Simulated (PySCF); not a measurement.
## One reaction down a group: C, Si, Ge, Sn

The same gas-phase reaction for C, Si, Ge, Sn:
- CF4 + 3 H2 → CH3F + 3 HF
- SiF4 + 3 H2 → SiH3F + 3 HF
- GeF4 + 3 H2 → GeH3F + 3 HF
- SnF4 + 3 H2 → SnH3F + 3 HF

Energies from PySCF (xtb for GFN2), thermal terms from the rigid-rotor harmonic-oscillator model, ideal gas at 1 bar. † marks an energy on the PBE0/def2-TZVP geometry and frequencies; other levels use their own. MP2 and CCSD(T) freeze the core. All species are closed-shell singlets. Sn: scalar-relativistic def2 core potential, no spin-orbit coupling. Ge: all electrons, no relativistic terms. SnH3F: computed as isolated molecules; such fragments, hydroxides, amides, oligomers or adducts are transient or little studied in the gas. MP2 isn't extrapolated to the basis-set limit. CCSD(T) isn't extrapolated to the basis-set limit. The harmonic model lacks anharmonicity and excited electronic states, which grow with temperature; levels with a mode under 35 cm⁻¹ are left out.

ΔH°(298 K) in kJ, by level:

| level | C | Si | Ge | Sn |
|---|---|---|---|---|
| ωB97M-V/def2-TZVP† | -71.6 | 445.3 | 174.7 | 111.5 |
| CCSD(T)/def2-SVP† | -43.1 | 381.3 | 168.1 | 86.6 |
| CCSD(T)/def2-TZVPP† | -110.5 | 423.1 | 158.9 | 81.2 |
| M06-2X/def2-TZVP† | -69.0 | 469.5 | 225.6 | 150.3 |
| GFN2-xTB | -36.6 | 345.6 | 172.2 | 56.2 |
| MP2/def2-SVP† | -46.6 | 399.7 | 186.1 | 112.2 |
| HF/def2-TZVP† | -89.5 | 440.3 | 170.4 | 88.1 |

At ωB97M-V/def2-TZVP†, ΔH° is not monotonic: it is lowest for C and highest for Si, over a range of 516.9 kJ; the steps are +516.9, -270.6, -63.2 kJ. 7 of the 7 levels shown give the same order. The levels scatter most for Si (123.9 kJ between the highest and the lowest) and least for Ge (66.7 kJ). ΔS°(298 K) runs from 69.8 to 90.9 J/K, so TΔS° at 298 K spreads over 6.3 kJ among the members, against 516.9 kJ for ΔH°.

Free energies at ωB97M-V/def2-TZVP†:

| member | ΔS°(298 K), J/K | ΔG°(298 K), kJ | ΔG°(2500 K), kJ | ΔG° changes sign |
|---|---|---|---|---|
| C | 90.9 | -99 | -223 | none from 298 to 2500 K |
| Si | 84.5 | 420 | 294 | none from 298 to 2500 K |
| Ge | 78.5 | 151 | 42 | none from 298 to 2500 K |
| Sn | 69.8 | 91 | -6 | 2000 to 2500 K |

The NASA 1993 table, where it holds all species, gives ΔH°(298 K) = -122 kJ for C, 421 kJ for Si; its entries are part measured, part old estimates, and weren't checked at source. After a fit of one offset per element over all species, the range-separated, M06-2X, PBE0/def2-QZVP and CCSD(T)/def2-TZVPP enthalpies, where run, lie to one side of the table for SiH3F (+16 kJ/mol): a fault of the table's entry, another state or a shared error of the levels is possible; this was not checked at source.
